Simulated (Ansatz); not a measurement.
Molecular dynamics of AlClH$_{3}$

input.yaml

```yaml
crystal:
  periodic: [false, false, false]
  atoms:
    - { symbol: Al, position_ang: [-0.000309, 0.009015, 0.028809] }
    - { symbol: Cl, position_ang: [0.001175, 0.018835, 2.549286] }
    - { symbol: H, position_ang: [1.380685, -0.011723, -0.760217] }
    - { symbol: H, position_ang: [-1.383301, -0.011492, -0.756679] }
    - { symbol: H, position_ang: [0.00175, -0.004636, 4.008802] }
magnetization:
  spin_polarized: true
  initial_magnetization: 1
basis:
  gaussian: { orbitals: def2-SVP }
hamiltonian:
  xc: cam_b3lyp
md:
  timestep: 0.5
  n_steps: 200
  ensemble: nve
  temperature: 300.0
  initial_velocities: maxwell_boltzmann
  seed: 4257
```

Command:

```bash
$ ansatz run input.yaml --threads 1 --pin off --max-ram 2048MiB --backend cpu --events-out ev --progress --plain --runs-dir out
```

It starts at the highest image of a converged band. Of that band: A vibrational analysis at the climbing image gives 2 clearly imaginary modes (529i, 387i cm⁻¹): a point of higher order. A lower path may pass nearby, or the ends, which weren't checked, may share the extra mode.

Output, in part (one step line in 7, the closing report, with atoms numbered from 0):

```
md step     0: t =     0.00 fs  T =   300.0 K  F+E_penalty+E_count = -19160.30056662 eV  E_kin = 0.116334 eV  conserved = -19160.18423262 eV  (38 SCF iters)
md step     7: t =     3.50 fs  T =   172.6 K  F+E_penalty+E_count = -19160.25078710 eV  E_kin = 0.066927 eV  conserved = -19160.18386003 eV  (28 SCF iters)
md step    14: t =     7.00 fs  T =   227.0 K  F+E_penalty+E_count = -19160.27211871 eV  E_kin = 0.088022 eV  conserved = -19160.18409622 eV  (29 SCF iters)
md step    21: t =    10.50 fs  T =   231.7 K  F+E_penalty+E_count = -19160.27385964 eV  E_kin = 0.089833 eV  conserved = -19160.18402637 eV  (33 SCF iters)
md step    28: t =    14.00 fs  T =   240.2 K  F+E_penalty+E_count = -19160.27701117 eV  E_kin = 0.093149 eV  conserved = -19160.18386170 eV  (30 SCF iters)
md step    35: t =    17.50 fs  T =   451.4 K  F+E_penalty+E_count = -19160.35918361 eV  E_kin = 0.175062 eV  conserved = -19160.18412122 eV  (34 SCF iters)
md step    42: t =    21.00 fs  T =   654.0 K  F+E_penalty+E_count = -19160.43728893 eV  E_kin = 0.253599 eV  conserved = -19160.18368954 eV  (32 SCF iters)
md step    49: t =    24.50 fs  T =  1343.4 K  F+E_penalty+E_count = -19160.70515629 eV  E_kin = 0.520935 eV  conserved = -19160.18422118 eV  (31 SCF iters)
md step    56: t =    28.00 fs  T =  1960.8 K  F+E_penalty+E_count = -19160.94441137 eV  E_kin = 0.760356 eV  conserved = -19160.18405495 eV  (26 SCF iters)
md step    63: t =    31.50 fs  T =  2587.0 K  F+E_penalty+E_count = -19161.18733012 eV  E_kin = 1.003192 eV  conserved = -19160.18413796 eV  (26 SCF iters)
md step    70: t =    35.00 fs  T =  3063.0 K  F+E_penalty+E_count = -19161.37218914 eV  E_kin = 1.187770 eV  conserved = -19160.18441872 eV  (27 SCF iters)
md step    77: t =    38.50 fs  T =  3044.6 K  F+E_penalty+E_count = -19161.36487826 eV  E_kin = 1.180646 eV  conserved = -19160.18423264 eV  (24 SCF iters)
md step    84: t =    42.00 fs  T =  2667.7 K  F+E_penalty+E_count = -19161.21904342 eV  E_kin = 1.034464 eV  conserved = -19160.18457951 eV  (28 SCF iters)
md step    91: t =    45.50 fs  T =  1692.5 K  F+E_penalty+E_count = -19160.84018382 eV  E_kin = 0.656310 eV  conserved = -19160.18387338 eV  (24 SCF iters)
md step    98: t =    49.00 fs  T =  1216.5 K  F+E_penalty+E_count = -19160.65553841 eV  E_kin = 0.471747 eV  conserved = -19160.18379186 eV  (24 SCF iters)
md step   105: t =    52.50 fs  T =  1507.7 K  F+E_penalty+E_count = -19160.76860627 eV  E_kin = 0.584658 eV  conserved = -19160.18394777 eV  (24 SCF iters)
md step   112: t =    56.00 fs  T =  2310.7 K  F+E_penalty+E_count = -19161.08027482 eV  E_kin = 0.896034 eV  conserved = -19160.18424128 eV  (23 SCF iters)
md step   119: t =    59.50 fs  T =  2986.9 K  F+E_penalty+E_count = -19161.34281944 eV  E_kin = 1.158275 eV  conserved = -19160.18454491 eV  (26 SCF iters)
md step   126: t =    63.00 fs  T =  2985.9 K  F+E_penalty+E_count = -19161.34195707 eV  E_kin = 1.157853 eV  conserved = -19160.18410415 eV  (24 SCF iters)
md step   133: t =    66.50 fs  T =  2816.4 K  F+E_penalty+E_count = -19161.27648442 eV  E_kin = 1.092141 eV  conserved = -19160.18434345 eV  (24 SCF iters)
md step   140: t =    70.00 fs  T =  2259.0 K  F+E_penalty+E_count = -19161.05995962 eV  E_kin = 0.875999 eV  conserved = -19160.18396016 eV  (25 SCF iters)
md step   147: t =    73.50 fs  T =  1809.6 K  F+E_penalty+E_count = -19160.88582277 eV  E_kin = 0.701732 eV  conserved = -19160.18409082 eV  (25 SCF iters)
md step   154: t =    77.00 fs  T =  1404.8 K  F+E_penalty+E_count = -19160.72877830 eV  E_kin = 0.544762 eV  conserved = -19160.18401630 eV  (24 SCF iters)
md step   161: t =    80.50 fs  T =  1118.9 K  F+E_penalty+E_count = -19160.61771047 eV  E_kin = 0.433903 eV  conserved = -19160.18380759 eV  (22 SCF iters)
md step   168: t =    84.00 fs  T =  1210.8 K  F+E_penalty+E_count = -19160.65371449 eV  E_kin = 0.469532 eV  conserved = -19160.18418230 eV  (25 SCF iters)
md step   175: t =    87.50 fs  T =  1283.3 K  F+E_penalty+E_count = -19160.68138088 eV  E_kin = 0.497630 eV  conserved = -19160.18375114 eV  (24 SCF iters)
md step   182: t =    91.00 fs  T =  1757.3 K  F+E_penalty+E_count = -19160.86567642 eV  E_kin = 0.681461 eV  conserved = -19160.18421502 eV  (25 SCF iters)
md step   189: t =    94.50 fs  T =  2141.3 K  F+E_penalty+E_count = -19161.01432375 eV  E_kin = 0.830356 eV  conserved = -19160.18396755 eV  (25 SCF iters)
md step   196: t =    98.00 fs  T =  2634.8 K  F+E_penalty+E_count = -19161.20580732 eV  E_kin = 1.021706 eV  conserved = -19160.18410131 eV  (25 SCF iters)
md step   200: t =   100.00 fs  T =  2929.0 K  F+E_penalty+E_count = -19161.32022184 eV  E_kin = 1.135823 eV  conserved = -19160.18439849 eV  (26 SCF iters)
Total energy: -19161.32039358 eV, -704.1655364545 hartree
Atom 0 at     0.015008     0.069890     0.113946 Å, force     0.194228    -0.505547     1.353028 eV/Å
Atom 1 at    -0.057629    -0.149675     2.310321 Å, force    -0.004503     0.231769    -1.452753 eV/Å
Atom 2 at     1.468444     0.010623    -0.516737 Å, force    -0.214783     0.143095     0.048296 eV/Å
Atom 3 at    -1.344591     0.058943    -0.675582 Å, force     0.025057     0.130690     0.051429 eV/Å
Atom 4 at     1.533330     4.199383     9.809401 Å, force     0.000001    -0.000007     0.000000 eV/Å
Dipole moment:    -0.005204     0.104400    -0.365057 e Å
```

All steps were run. The conserved energy stayed within 0.12 meV per atom of its start (net change -0.033 meV per atom), so the integration is sound. The kinetic energy rose, since the run started high on the potential surface and went downhill. It ends in pieces (AlClH2 + H), so much of that is their flight and rotation, not heat. A run of 0.1 ps of so small a system gives no equilibrium averages.

Between its relaxed ends the band would form Cl2–H5 and break Al1–Cl2. These pairs go: Cl2–H5 1.46 → 8.81 Å, Al1–Cl2 2.52 → 2.21 Å. In the last frame they stand as before the step (other bonds may differ from the relaxed reactants and products). It ends as AlClH2 + H. Pairs count as bonded within 1.25 times the sum of covalent radii (0.12 Å more for H–H).

Last frame:

```xyz
5
Properties=species:S:1:pos:R:3
Al 0.015 0.070 0.114
Cl -0.058 -0.150 2.310
H 1.468 0.011 -0.517
H -1.345 0.059 -0.676
H 1.533 4.199 9.809
```

The run took 3.2 min on 1 thread of Intel(R) Xeon(R) 6975P-C (Granite Rapids) (shared host), peak memory 0.15 GiB.
